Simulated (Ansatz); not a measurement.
A made-up structure of CH₅Al₂ (charge -1), closed shell:

```
atom    x (Å)    y (Å)    z (Å)
 Al1  -0.9840   0.8317  -1.0004
  C2   1.1615  -0.8264   0.7929
 Al3  -0.4956  -0.0143   0.5797
  H4  -2.4141   1.5654  -1.2673
  H5  -0.0232   0.9303  -2.2983
  H6  -1.4836  -0.0437   1.7345
  H7   1.9051  -0.8507   0.0378
  H8   1.4894  -1.3217   1.6709
```

It is relaxed with PBE-D4/def2-SVPD and then PBE0-D4/def2-TZVPD (Ansatz 0.2.0). Atoms count as bonded within 1.22 times the sum of their covalent radii (H–H: 0.88 Å). The end point is not checked to be a true minimum.

Problem. Does its bonding change? (Judge from chemistry; the calculation decides.)

Solution. The calculation gives: No: no bond forms or breaks.

Where it ends: The first stage lowers the energy by 3.69 eV in 7 steps. It ends as CH₅Al₂ ([CH2][AlH][AlH2]), total charge -1:
```
8
angstrom
Al -1.0927 0.9944 -1.2848
C 1.2235 -0.9073 0.9271
Al -0.4670 -0.1564 0.9064
H -2.4763 1.7623 -1.6907
H -0.1158 1.0818 -2.5830
H -1.4953 -0.2107 2.1639
H 1.8837 -0.8464 0.0588
H 1.6954 -1.4474 1.7519
```

Labels in which every atom is bracketed show which atoms are joined, not bond orders.

For scale, one of the runs: PBE0-D4/def2-TZVPD relaxation, 168 basis functions, launched by `ansatz run in.yaml --threads 2 --pin off --events-out ev --progress --plain --max-ram 4352MiB`. The run took about 17 s on 2 CPU threads of an Intel Xeon Platinum 8488C (shared host).
